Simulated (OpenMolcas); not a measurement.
# BCl (SMILES [B]Cl), step by step

Aim: a single-point energy (UHF/STO-3G), then the energy (CASSCF(2,2)/STO-3G), then the energy (CASPT2(2,2)/STO-3G), then a single-point energy (SC-NEVPT2(2,2)/STO-3G), then a single-point energy (MRCI(2,2)/STO-3G) of BCl. 

The calculation is run with OpenMolcas 26.06.

3 further runs of the same task are left out: 1 for a known fault of the program, 2 set aside as unsound or not needed.

### Step 1. The structure to begin with

The species is BCl (2 atoms), meant as a singlet with charge 0. SMILES: `[B]Cl`. The B1–Cl2 distance was set to 3.006 Å, away from the relaxed value.

### Step 2. The energy at UHF/STO-3G (run 1)

coord.xyz reads:

```xyz
2

B      0.000000     0.000000    -1.358010
Cl     0.000000     0.000000     1.648190
```

step1.inp reads:

```
* BCl Hartree-Fock
>>> EXPORT MOLCAS_PRINT=2
&GATEWAY
BasLib=$CurrDir
Coord=coord.xyz
Basis=STO-3G
Group=NoSym
&SEWARD
&SCF
UHF
Scramble=0.25
PrOrbitals=1 1
```

The basis set STO-3G is read from a file made from the Basis Set Exchange's data (not shown).

Launch:

```bash
$ export MOLCAS_MEM=1860
$ pymolcas step1.inp > step1.log
```

What it wrote:

```text
--- Start Module: gateway ---
[...]
--- Stop Module: gateway /rc=_RC_ALL_IS_WELL_ ---
--- Start Module: seward ---
[...]
      Basis functions           14
--- Stop Module: seward /rc=_RC_ALL_IS_WELL_ ---
--- Start Module: scf ---
[...]
       Convergence after  44 Iterations
[...]
::    Total SCF energy                               -478.7082971898
[...]
      Total spin, S                                     0.5131393035
[...]
      Total electronic charge=   22.000000
      Total            charge=   -0.000000
[...]
      Dipole Moment (debye):
      Origin of the operator (angstrom)=    0.0000    0.0000    0.9284
                   X= -1.3822E-05               Y= -9.7623E-06               Z= -2.3932E+00           Total=  2.3932E+00
      Quadrupole Moment (debye*angstrom):
[...]
--- Stop Module: scf /rc=_RC_ALL_IS_WELL_ ---
[...]
```

Wall time 1.9 s (1 thread of Arm Neoverse V2, shared host); peak memory 0.37 GiB.

### Step 3. A single-point energy at CASSCF(2,2)/STO-3G (run 2)

coord.xyz is that of step 2.

step2.inp reads:

```
&GATEWAY
 BasLib=$CurrDir
 Coord=coord.xyz
 Basis=STO-3G
 Group=NoSym

&SEWARD

&RASSCF
 FileOrb=$CurrDir/step1.UnaOrb
 Spin=1
 Nactel=2 0 0
 Inactive=10
 Ras2=2
 OrbListing=Nothing
```

The basis set STO-3G is read from a file made from the Basis Set Exchange's data (not shown).

Launch:

```bash
$ export MOLCAS_MEM=1860
$ pymolcas step2.inp > step2.log
```

What it wrote:

```text
--- Start Module: gateway ---
[...]
--- Stop Module: gateway /rc=_RC_ALL_IS_WELL_ ---
--- Start Module: seward ---
[...]
      Basis functions           14
--- Stop Module: seward /rc=_RC_ALL_IS_WELL_ ---
--- Start Module: rasscf ---
[...]
      Number of active orbitals                  2
[...]
      Spin quantum number                      0.0
[...]
      Active orbitals                            2
[...]
      Number of CSFs                             3
[...]
      Number of root(s) required                 1
[...]
      Convergence after 10 iterations
[...]
      printout of CI-coefficients larger than  0.05 for root  1
      energy=    -478.722691
      conf/sym  11     Coeff  Weight
             1  20  -0.92168 0.84949
             3  02   0.38796 0.15051
      Natural orbitals and occupation numbers for root  1
      sym 1:   1.698974   0.301026
      ************************************************************************************************************************
      *                                                    Final results                                                     *
[...]
::    RASSCF root number  1 Total energy:   -478.72269136
[...]
      Total electronic charge=   22.000000
      Total            charge=   -0.000000
[...]
      Dipole Moment (debye):
      Origin of the operator (angstrom)=    0.0000    0.0000    0.9284
                   X= -4.0583E-06               Y= -9.7893E-06               Z= -2.9628E+00           Total=  2.9628E+00
      Quadrupole Moment (debye*angstrom):
[...]
--- Stop Module: rasscf /rc=_RC_ALL_IS_WELL_ ---
[...]
```

Wall time 1.4 s (1 thread of Arm Neoverse V2, shared host); peak memory 0.37 GiB.

### Step 4. A single-point energy at CASPT2(2,2)/STO-3G (run 3)

coord.xyz is that of step 3.

step3.input reads:

```
* BCl CASPT2

&GATEWAY
  BasLib=$CurrDir
  Coord=coord.xyz
  Basis=STO-3G
  Group=NoSym

&SEWARD

&RASSCF
  FileOrb=$CurrDir/step2.RasOrb
  Spin=1
  Nactel=2 0 0
  Inactive=10
  Ras2=2
  OrbListing=Nothing

&CASPT2
  Imaginary=0.1
  Frozen=6
```

The basis set STO-3G is read from a file made from the Basis Set Exchange's data (not shown).

Launch:

```bash
$ export MOLCAS_MEM=1860
$ pymolcas step3.input > step3.log
```

What it wrote:

```text
--- Start Module: gateway ---
[...]
--- Stop Module: gateway /rc=_RC_ALL_IS_WELL_ ---
[...]
      Basis functions           14
[...]
--- Start Module: rasscf ---
[...]
      Number of active orbitals                  2
[...]
      Spin quantum number                      0.0
[...]
      Active orbitals                            2
[...]
      Number of CSFs                             3
[...]
      Number of root(s) required                 1
[...]
      Convergence after  4 iterations
[...]
      printout of CI-coefficients larger than  0.05 for root  1
      energy=    -478.722691
      conf/sym  11     Coeff  Weight
             1  20  -0.92168 0.84949
             3  02   0.38796 0.15051
      Natural orbitals and occupation numbers for root  1
      sym 1:   1.698980   0.301020
      ************************************************************************************************************************
      *                                                    Final results                                                     *
[...]
::    RASSCF root number  1 Total energy:   -478.72269136
[...]
      Total electronic charge=   22.000000
      Total            charge=   -0.000000
[...]
      Dipole Moment (debye):
      Origin of the operator (angstrom)=    0.0000    0.0000    0.9284
                   X= -3.1976E-06               Y= -6.6261E-06               Z= -2.9626E+00           Total=  2.9626E+00
      Quadrupole Moment (debye*angstrom):
[...]
--- Stop Module: rasscf /rc=_RC_ALL_IS_WELL_ ---
--- Start Module: caspt2 ---
[...]
 ###    WARNING: User changed nr of frozen orbitals.                         ###
 ###############################################################################
[...]
      E2 (Variational):          -0.0211826077
      Total energy:            -478.7438739718
[...]
      Reference weight:           0.98407
[...]
::    CASPT2 Root  1     Total energy:   -478.74387397
[...]
--- Stop Module: caspt2 /rc=_RC_ALL_IS_WELL_ ---
[...]
```

Wall time 1.4 s (1 thread of Arm Neoverse V2, shared host); peak memory 0.37 GiB.

### Step 5. The energy at SC-NEVPT2(2,2)/STO-3G (run 4)

coord.xyz is that of step 4.

step4.input reads:

```
* BCl NEVPT2
>>> EXPORT MOLCAS_PRINT=2
&gateway
baslib = $CurrDir
coord = coord.xyz
basis = STO-3G
group = NoSym
&seward
&rasscf
fileorb = $CurrDir/step2.RasOrb
spin = 1
nactel = 2 0 0
inactive = 10
ras2 = 2
orblisting = Nothing
&caspt2
sc-nevpt2
frozen = 6
```

The basis set STO-3G is read from a file made from the Basis Set Exchange's data (not shown).

Launch:

```bash
$ export MOLCAS_MEM=1860
$ pymolcas step4.input > step4.log
```

What it wrote:

```text
--- Start Module: gateway ---
[...]
--- Stop Module: gateway /rc=_RC_ALL_IS_WELL_ ---
[...]
      Basis functions           14
[...]
--- Start Module: rasscf ---
[...]
      Number of active orbitals                  2
[...]
      Spin quantum number                      0.0
[...]
      Active orbitals                            2
[...]
      Number of CSFs                             3
[...]
      Number of root(s) required                 1
[...]
      Convergence after  4 iterations
[...]
      printout of CI-coefficients larger than  0.05 for root  1
      energy=    -478.722691
      conf/sym  11     Coeff  Weight
             1  20  -0.92168 0.84949
             3  02   0.38796 0.15051
      Natural orbitals and occupation numbers for root  1
      sym 1:   1.698980   0.301020
      ************************************************************************************************************************
      *                                                    Final results                                                     *
[...]
::    RASSCF root number  1 Total energy:   -478.72269136
[...]
      Total electronic charge=   22.000000
      Total            charge=   -0.000000
[...]
      Dipole Moment (debye):
      Origin of the operator (angstrom)=    0.0000    0.0000    0.9284
                   X= -3.1976E-06               Y= -6.6261E-06               Z= -2.9626E+00           Total=  2.9626E+00
      Quadrupole Moment (debye*angstrom):
[...]
--- Stop Module: rasscf /rc=_RC_ALL_IS_WELL_ ---
--- Start Module: caspt2 ---
[...]
 ###    WARNING: User changed nr of frozen orbitals.                         ###
 ###############################################################################
[...]
      E2 (Variational):          -0.0202870804
[...]
      E2 (Variational):          -0.0202783066
      Total energy:            -478.7429696707
[...]
      Reference weight:           0.98529
[...]
::    SC-NEVPT2 Root  1     Total energy:   -478.74296967
[...]
--- Stop Module: caspt2 /rc=_RC_ALL_IS_WELL_ ---
[...]
```

Run time: 1.3 s. Hardware: 1 thread of Arm Neoverse V2, shared host; peak memory 0.37 GiB.

### Step 6. The energy at MRCI(2,2)/STO-3G (run 5)

coord.xyz is that of step 5.

step5.inp reads:

```
&GATEWAY
  BASLIB
  $CurrDir
  COORD
  coord.xyz
  BASIS
  STO-3G
  GROUP
  NoSym

&SEWARD

&RASSCF
  FILEORB
  $CurrDir/step2.RasOrb
  SPIN
  1
  NACTEL
  2 0 0
  INACTIVE
  10
  RAS2
  2
  ORBLISTING
  Nothing

&MOTRA
  LUMORB
  FROZEN
  6

&GUGA
  ELECTRONS
  10
  SPIN
  1
  INACTIVE
  4
  ACTIVE
  2
  CIALL
  1

&MRCI
  SDCI
```

The basis set STO-3G is read from a file made from the Basis Set Exchange's data (not shown).

Launch:

```bash
$ export MOLCAS_MEM=1860
$ pymolcas step5.inp > step5.log
```

What it wrote:

```text
--- Start Module: gateway ---
[...]
--- Stop Module: gateway /rc=_RC_ALL_IS_WELL_ ---
[...]
      Basis functions           14
[...]
      Number of active orbitals                  2
[...]
      Spin quantum number                      0.0
[...]
      Active orbitals                            2
[...]
      Number of CSFs                             3
[...]
      Number of root(s) required                 1
[...]
      Convergence after  4 iterations
[...]
      printout of CI-coefficients larger than  0.05 for root  1
      energy=    -478.722691
      conf/sym  11     Coeff  Weight
             1  20  -0.92168 0.84949
             3  02   0.38796 0.15051
      Natural orbitals and occupation numbers for root  1
      sym 1:   1.698980   0.301020
      ************************************************************************************************************************
      *                                                    Final results                                                     *
[...]
::    RASSCF root number  1 Total energy:   -478.72269136
[...]
      Dipole Moment (debye):
      Origin of the operator (angstrom)=    0.0000    0.0000    0.9284
                   X= -3.1976E-06               Y= -6.6261E-06               Z= -2.9626E+00           Total=  2.9626E+00
      Quadrupole Moment (debye*angstrom):
[...]
      *** WARNING: Default frozen orbitals is overwritten by user input.
      *** Default values:   6
[...]
--- Start Module: guga ---
[...]
--- Stop Module: guga /rc=_RC_ALL_IS_WELL_ ---
--- Start Module: mrci ---
[...]
       (But an ACPF correction will be computed)
       USE THE DEFAULT ACPF G-VALUE GFAC=  0.20000000000000001
[...]
                      CI ENERGY:  -478.76733243
[...]
                ACPF CORRECTION:    -0.00298607
[...]
      Total electronic charge=   22.000000
      Total            charge=   -0.000000
[...]
     ACPF CORRECTION:     -0.00298607
[...]
  CI State   1     Total energy:   -478.76733243     QDav:     -0.00379607     QACPF:     -0.00298607
[...]
--- Stop Module: mrci /rc=_RC_ALL_IS_WELL_ ---
[...]
```

Wall time 1.4 s (1 thread of Arm Neoverse V2, shared host); peak memory 0.37 GiB.

### Step 7. Results

```
                                                    quantity          value
                             run 1, UHF/STO-3G: total energy  -478.70830 Eh
                            run 1, UHF/STO-3G: dipole moment         2.39 D
                              run 1, UHF/STO-3G: HOMO energy       -6.18 eV
                              run 1, UHF/STO-3G: LUMO energy        2.55 eV
                            run 1, UHF/STO-3G: HOMO–LUMO gap        8.72 eV
                                     run 1, UHF/STO-3G: ⟨S²⟩          0.776
                     run 2, CASSCF(2,2)/STO-3G: total energy  -478.72269 Eh
   run 2, CASSCF(2,2)/STO-3G: dipole moment (CASSCF density)         2.96 D
                     run 3, CASPT2(2,2)/STO-3G: total energy  -478.74387 Eh
   run 3, CASPT2(2,2)/STO-3G: dipole moment (CASSCF density)         2.96 D
                  run 4, SC-NEVPT2(2,2)/STO-3G: total energy  -478.74297 Eh
run 4, SC-NEVPT2(2,2)/STO-3G: dipole moment (CASSCF density)         2.96 D
                       run 5, MRCI(2,2)/STO-3G: total energy  -478.76733 Eh
     run 5, MRCI(2,2)/STO-3G: dipole moment (CASSCF density)         2.96 D
```

In words: ⟨S²⟩ (run 1, UHF/STO-3G) is 0.78 where a pure singlet has 0.00: the reference is spin-contaminated.
